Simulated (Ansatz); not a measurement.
Two shapes of singlet SO2.

Shape 1:

```xyz
3

S     0.0283    0.0138   -0.4102
O    -0.0170    1.2947    0.3556
O    -0.0058   -1.2997    0.3777
```

Shape 2:

```xyz
3

S     0.0000    0.0000   -0.3416
O     0.0000    1.1504    0.3416
O     0.0000   -1.1504    0.3416
```

Basis set: def2-TZVP (spherical functions). Frozen core: 7 orbitals. Charge 0, multiplicity 1.

Computed with Ansatz (development build ahead of 0.2.0); each method stands on the lowest determinant of its kind that the runs found.

Q: Which shape is lower in energy, and by how much in each method?

A:

```json
{"method": "RHF", "E(2) − E(1) (eV)": "-0.659"}
{"method": "RHF-MP2", "E(2) − E(1) (eV)": "0.743"}
```

The methods disagree on the order. Caution: in another basis set an unrestricted determinant lies well below; no unrestricted run beside it, a lower state can exist.
